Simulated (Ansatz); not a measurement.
Relaxing a trial structure of AlBHSi+

The starting geometry of this gas-phase triplet was optimised with GFN2-xTB.

```json
{"atom": "Al", "x (Å)": "-2.2867", "y (Å)": "-4.7097", "z (Å)": "-1.4744"}
{"atom": "B", "x (Å)": "-2.2623", "y (Å)": "-2.6589", "z (Å)": "-0.7239"}
{"atom": "Si", "x (Å)": "-3.3893", "y (Å)": "-2.6093", "z (Å)": "-2.2693"}
{"atom": "H", "x (Å)": "-1.7360", "y (Å)": "-2.1711", "z (Å)": "0.1916"}
```

Problem. Predict what becomes of its bonds when it is optimised with B3LYP-D3(BJ)/def2-SVP.

Solution. A bond breaks, giving a structure given below by its coordinates. Contacts that open: Al1–B2 (2.18 → 2.72 Å).

The energy falls by 0.40 eV over 8 steps:

```
step  E − E(last) (eV)
   1             0.404
   2             0.150
   3             0.038
   4             0.015
   5             0.004
   6             0.000
   7             0.000
   8             0.000
```

Final geometry (Å):

```yaml
atoms:
  - { symbol: Al, position_ang: [-2.3338, -4.9602, -1.6283] }
  - { symbol: B, position_ang: [-2.3006, -2.4141, -0.6849] }
  - { symbol: Si, position_ang: [-3.3528, -2.6877, -2.2485] }
  - { symbol: H, position_ang: [-1.6871, -2.0869, 0.2858] }
```

Frequencies at the end are all real (lowest 128 cm⁻¹). Open shells are spin-unrestricted. The triplet needn't be the ground state. Run with Ansatz 0.2.0, 17 s on 1 thread of Intel(R) Xeon(R) 6975P-C (Granite Rapids) (shared host).
